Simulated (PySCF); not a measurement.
# Bond curve of AlN

Set-up: Al def2-SVPD, N def2-SVPD; no relativity (PySCF 2.14). Energies in eV from Al + N in their ground configurations at the same level. All curves are PBE0. state 1: ³Σ⁻ (triplet), unpaired electrons π ↑↑; state 2: Ms = 0 determinant of mixed spin (⟨S²⟩ near 1.0), unpaired electrons σ ↓, π ↑, a second solution, started from another occupation; state 3: Ms = 0 determinant of mixed spin (⟨S²⟩ near 1.0), unpaired electrons π ↑↓, a mixture of terms (⟨Lz²⟩ = 2.0), a second solution, started from another occupation; state 4: Ms = 0 determinant of mixed spin (⟨S²⟩ near 0.7), paired orbitals spin-polarised, a second solution, started from another occupation.

| R (Å) | state 1 | state 2 | state 3 | state 4 |
| --- | --- | --- | --- | --- |
| 1.672 | -1.903 | -2.119 | -1.373 | -1.506 |
| 1.750 | -2.316 | -2.264 | -1.786 | -1.391 |
| 1.827 | -2.541 | -2.255 | -2.010 | -1.147 |
| 1.886 | -2.620 | -2.179 | -2.088 | -0.912 |
| 1.944 | -2.642 | -2.064 | -2.107 | -0.650 |
| 2.002 | -2.619 | -1.920 | -2.082 | -0.373 |
| 2.080 | -2.539 | -1.700 | -1.997 | -0.021 |
| 2.177 | -2.382 | -1.402 | -1.833 | 0.392 |
| 2.294 | -2.146 | -1.035 | -1.586 | 0.860 |
| 2.449 | -1.797 | -0.556 | -1.217 | 1.422 |

Problem. Put a parabola through the three lowest points of the state 1 curve and estimate Re, k and ωe (reduced mass 9.219 u; 1 eV/Å² = 0.16022 mdyn/Å; ωe = 1302.8·√(k/μ) cm⁻¹).

Solution. Through R = 1.886, 1.944, 2.002 Å the second-order coefficient is 6.69 eV/Å², so Re ≈ 1.943 Å, k ≈ 2.14 mdyn/Å and ωe ≈ 628 cm⁻¹. A polynomial fit of higher order to the unrounded PBE0 energies gives Re = 1.941 Å, k = 2.10 mdyn/Å, ωe = 621 cm⁻¹; anharmonicity and rounding make the difference.

The higher-order fit for each curve: state 1: Re = 1.941 Å, ωe = 621 cm⁻¹, De = 2.64 eV; state 2: Re = 1.781 Å, ωe = 793 cm⁻¹, minimum 2.28 eV below the ground-state fragments; state 3: Re = 1.938 Å, ωe = 629 cm⁻¹, minimum 2.11 eV below the ground-state fragments. State 4 gave no clean fit.

The state is the lowest determinant that a PBE0 search found; another state may lie lower at other levels.
